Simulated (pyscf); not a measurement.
6 gas-phase steps of one pattern: addition across a multiple bond or ene-type step on the singlet surface, H–H broken and As–H + Ge–H or As–H + H–Si or Ge–H + H–P or H–P + H–Si or H–Sb + H–Si formed. PySCF, gas phase, ωB97X-D3(BJ)/def2-SVP geometries. Electronic energies in kJ/mol, from the separated reactants; ΔE‡ and ΔE at ωB97M-D3(BJ)/def2-TZVP. Rows were drawn at random from the steps of this pattern with a verified saddle, stable references and no exit in the data more than 5 kcal/mol lower.

| row | step | ΔE | ΔE‡ |
|---|---|---|---|
| 1 | H₂Si=PH (SMILES [SiH2]=P) + H₂ (SMILES [H][H]) → H₃Si–PH₂ (SMILES [SiH3]P) | -167.3 | 117.4 |
| 2 | HP=GeH₂ (SMILES [PH]=[GeH2]) + H₂ (SMILES [H][H]) -> H₂P–GeH₃ (SMILES [PH2][GeH3]) | -153.1 | 149.7 |
| 3 | H₂Si=AsH (SMILES [SiH2]=[AsH]) + H₂ (SMILES [H][H]) -> H₃Si–AsH₂ (SMILES [SiH3][AsH2]) | -150.9 | 115.2 |
| 4 | H₂Si=As–SiH₃ (SMILES [SiH2]=[As][SiH3]) + H₂ (SMILES [H][H]) → H₃Si–AsH–SiH₃ (SMILES [SiH3][AsH][SiH3]) | -142.3 | ? |
| 5 | H₂Si=SbH (SMILES [SiH2]=[SbH]) + H₂ (SMILES [H][H]) → H₃Si–SbH₂ (SMILES [SiH3][SbH2]) | -138.2 | 110.4 |
| 6 | H₂Ge=AsH (SMILES [GeH2]=[AsH]) + H₂ (SMILES [H][H]) → H₃Ge–AsH₂ (SMILES [GeH3][AsH2]) | -133.9 | 147.1 |

Fit ΔE‡ = a + b·ΔE to the other rows and predict row 4.

Over the 5 complete rows the means are -148.7 (ΔE) and 128.0 (ΔE‡); least squares gives b = 0.33 and a = 177.0 kJ/mol, with residuals of 16.4 kJ/mol (root mean square; largest 23.2, row 2). For row 4: 177.0 + 0.33 × (-142.3) = 130.0 kJ/mol. The computed barrier is 107.1 kJ/mol, 22.9 under the line. The scatter is large against the spread of the barriers, so the line says little here. Each barrier is that of the saddle found. Elements up to Kr have no core potential and no relativistic terms here. Elements past Kr carry the def2 core potentials, without spin-orbit coupling.
